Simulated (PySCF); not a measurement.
## Atomic charges by several schemes

Compound: vinyl acetate, C4H6O2.
Atom-mapped SMILES: `[CH2:1]=[CH:2][O:3][C:4]([CH3:5])=[O:6]` (hydrogens: H7, H8 on C1; H9 on C2; H10, H11, H12 on C5)

Structure used (GFN2-xTB), in Å, numbered top down from 1:
```
atom  x, y, z in Å
C1    -2.2836    0.1720    1.0796
C2    -1.3093   -0.4229    0.4182
O3    -0.1370    0.2380    0.1335
C4     0.8259   -0.4164   -0.5486
C5     2.0169    0.4782   -0.7522
O6     0.7260   -1.5502   -0.9289
H7    -2.1925    1.1894    1.4163
H8    -3.1950   -0.3509    1.2980
H9    -1.3496   -1.4429    0.0571
H10    2.3994    0.7976    0.2143
H11    2.7866   -0.0566   -1.2996
H12    1.7136    1.3642   -1.3046
```

Density: PBE0/pcSseg-1 (PySCF); schemes: Mulliken, IAO, Hirshfeld and ESP-fitted. One conformer (not necessarily the lowest) at the GFN2-xTB geometry, without solvent, vibrations or thermal averaging. GFN2-xTB frequencies show an imaginary mode (24i cm⁻¹), so this geometry is no minimum at that level.

Question: Atoms with like bonding are taken together and averaged. Do the Mulliken, IAO, Hirshfeld and ESP-fitted schemes agree on where the charge is highest?

Answer: All schemes agree: Mulliken C4 (+0.365); IAO C4 (+0.532); Hirshfeld C4 (+0.223); ESP-fitted C4 (+0.851).

Question: For which atoms does the sign change between the 4 schemes (beyond +0.03 e in one, beyond −0.03 e in another)?

Answer: For none.

Question: Which atoms carry the lowest charge in the Mulliken, IAO, Hirshfeld and ESP-fitted schemes?

Answer: The schemes don't all agree: Mulliken O3 (-0.425); IAO C5 (-0.476); Hirshfeld O6 (-0.253); ESP-fitted C5 (-0.678).

Question: Give the atomic charges in each scheme.

Answer: In e; atoms taken as equivalent share a row and are averaged (×n: the atom named and its like, n in all):

```
       atom                       environment  Mulliken     IAO  Hirshfeld  ESP-fitted
         C1              terminal =CH2 carbon    -0.181  -0.356     -0.122      -0.576
         C2     vinylic carbon bearing oxygen    +0.048  +0.046     +0.024      +0.129
         O3        ester single-bonded oxygen    -0.425  -0.315     -0.084      -0.342
         C4             ester carbonyl carbon    +0.365  +0.532     +0.223      +0.851
         C5  methyl carbon next to a carbonyl    -0.233  -0.476     -0.120      -0.678
         O6             ester carbonyl oxygen    -0.398  -0.448     -0.253      -0.554
         H7                  vinylic hydrogen    +0.127  +0.162     +0.049      +0.240
         H8                  vinylic hydrogen    +0.133  +0.167     +0.056      +0.218
         H9                  vinylic hydrogen    +0.129  +0.167     +0.049      +0.138
H10/H11/H12                   methyl hydrogen    +0.146  +0.174     +0.059      +0.191
```

Mean size of the charges over all atoms: ESP-fitted 0.358 e, IAO 0.266 e, Mulliken 0.206 e, Hirshfeld 0.096 e. Each set sums to the total charge, 0, to within 0.001 e. The Mulliken scheme counts on each atom the diagonal of the density matrix times the overlap matrix over that atom's basis functions. The ESP scheme fits charges at the nuclei, held to the total charge, to the electrostatic potential on points at 1.4 to 2.0 times the van der Waals radii.

Question: How many electrons does the ESP-fitted scheme count on C2?

Answer: Z − q = 6 − (+0.129) = 5.871.

Question: Sum the charges by element.

Answer: 
```tsv
element	atoms	Mulliken	IAO	Hirshfeld	ESP-fitted
C	4	-0.002	-0.253	+0.006	-0.274
O	2	-0.824	-0.763	-0.336	-0.895
H	6	+0.825	+1.017	+0.331	+1.170
```
